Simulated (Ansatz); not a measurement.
Compare A (`C=C(C)C(=O)O`) with its isomer B (`C=CCOC=O`).

Gas-phase electronic energies from Ansatz, PBE0-D4/def2-TZVP geometries. CCSD(T)/CBS adds triple-zeta CCSD(T) − MP2 to the extrapolated MP2 energy (def2 sets, frozen cores). Functionals use def2-TZVPP. Each species was taken in one conformer, which may not be the lowest.

Which is lower in electronic energy at CCSD(T)/CBS, and by how much? (Best estimate.)

The calculation gave: A, by 18.5 kcal/mol.

Give E(B) − E(A) in kcal/mol with HF/def2-TZVPP, CCSD/def2-TZVPP, CCSD(T)/def2-SVP, BLYP-D4, CCSD(T)/def2-TZVPP, ωB97M-V, r2SCAN-D4. (Estimate.)

The calculation gave: HF/def2-TZVPP 15.8, CCSD/def2-TZVPP 17.7, CCSD(T)/def2-SVP 18.6, BLYP-D4 17.4, CCSD(T)/def2-TZVPP 18.1, ωB97M-V 18.7, r2SCAN-D4 19.6. None reverses the order clearly.

Does the order hold for the free energy at 298.15 K (harmonic terms from PBE0-D4)? (Estimate.)

The calculation gave: Yes: G(B) − G(A) = +17.8 kcal/mol, for one conformer each. Modes under 60 cm⁻¹, often nearly free rotors, make the harmonic entropy too high.

Largest T1 diagnostic: 0.014.

Leaving LDA and LC-ωPBE aside and taking each functional with its dispersion term where it has one, the values, not all of them listed here, spread over 2.6 kcal/mol, from BLYP-D4 to r2SCAN0-D4. LDA lies +2.3 kcal/mol from PBE without D4. The D4 term adds +0.9 kcal/mol with B3LYP and +0.5 kcal/mol with PBE0; it sums over pairs of atoms, weighted by their polarisabilities, and B3LYP, whose exchange is more repulsive, gets the larger term.

B3LYP here is the variant with VWN-RPA as its local correlation; programs differ in this.
